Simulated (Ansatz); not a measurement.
# CHN (singlet): from Hartree-Fock to the top rungs at scale of all distances = 0.879, 6-31G

Aim: climb from Hartree-Fock through coupled cluster and multireference methods for CHN (singlet) at one geometry and basis, and see what each rung misses.

Program: Ansatz 0.2.0, Gaussian basis. Level of theory: 6-31G, core rule «outside noble gas», up to 2 orbitals frozen. These are calculated values, not measurements.

Plan: UHF; CCSD(T) on RHF; BCCD(T) on RHF; CISD; CCSDT(Q) on RHF; CISDTQ; CCSDTQ on RHF; CASSCF and MRCISD+Q, 2 electrons in 2 orbitals; CASSCF and NEVPT2, 2 electrons in 2 orbitals; CASSCF and MRCISD+Q, 10 electrons in 9 orbitals; CASSCF and NEVPT2, 10 electrons in 9 orbitals; Full CI.

13 further runs of the same task are left out: 11 that didn't finish, 2 set aside as unsound or not needed.

### Step 1. What is computed

The geometry derives from a PBE0/def2-TZVP stationary point (not a proven minimum). All distances are scaled together.

3 atoms, charge 0, spin multiplicity 1.

Atoms are counted from 1 here; the program's logs count them from 0.

Bond lengths: N1–C2 1.023 Å, N1–H3 0.876 Å. Angles: C2–N1–H3 180.0°.

As a file:

```xyz
3
CHN
N     0.0000    0.0000    0.0488
C     0.0000    0.0000   -0.9739
H     0.0000    0.0000    0.9251
```

### Step 2. UHF

File in.yaml:

```yaml
crystal:
  periodic: [false, false, false]
  atoms:
    - {symbol: N, position_ang: [0.000000, 0.000000, 0.048778]}
    - {symbol: C, position_ang: [0.000000, 0.000000, -0.973910]}
    - {symbol: H, position_ang: [0.000000, 0.000000, 0.925132]}
basis:
  gaussian: {orbitals: 6-31G}
magnetization: {spin_polarized: true, initial_magnetization: 0}
hamiltonian: {xc: hf}
output: {orbitals: {seedname: orbitals}}
```

Run with:

```
$ ansatz run in.yaml --threads 1 --pin off --events-out ev --progress --plain --max-ram 2393MiB
```

The runs that follow: CCSD(T) on RHF; BCCD(T) on RHF; CISD; CCSDT(Q) on RHF; CISDTQ; CCSDTQ on RHF; CASSCF and MRCISD+Q, 2 electrons in 2 orbitals; CASSCF and NEVPT2, 2 electrons in 2 orbitals; CASSCF and MRCISD+Q, 10 electrons in 9 orbitals; CASSCF and NEVPT2, 10 electrons in 9 orbitals; Full CI.

Before running them: what should the planned runs give, taken together? Wanted: FCI below the RHF energy; RMP2 from FCI; RCCSD from FCI; RCCSD(T) from FCI; RCCSDT(Q) from FCI; NEVPT2 pair from FCI; MRCISD+Q pair from FCI; NEVPT2 valence from FCI; T1 diagnostic.

The runs gave:

```
                         quantity                                                                    value
         FCI below the RHF energy                                                               -4.9428 eV
                    RMP2 from FCI                                                               +438.8 meV
                   RCCSD from FCI                                                               +162.2 meV
                RCCSD(T) from FCI                                                                +20.7 meV
               RCCSDT(Q) from FCI                                                                 +0.3 meV
             NEVPT2 pair from FCI                                                               +405.7 meV
           MRCISD+Q pair from FCI                                                                +84.5 meV
          NEVPT2 valence from FCI                                                               +430.0 meV
levels within 1 kcal/mol (43 meV)  RCCSD(T), BCCD(T), RCCSDT, CISDTQ, RCCSDT(Q), RCCSDTQ, MRCISD+Q valence
                    T1 diagnostic                                                                    0.013
   effectively unpaired electrons                                                                     0.05
```

What this shows: RCCSD(T) misses by +20.7 meV, 0.4 % of the correlation energy. One determinant dominates. Of the multireference levels listed MRCISD+Q valence comes nearest in total energy (+28.3 meV), which doesn't show that its space is the better one. These misses are within one basis, not against nature.
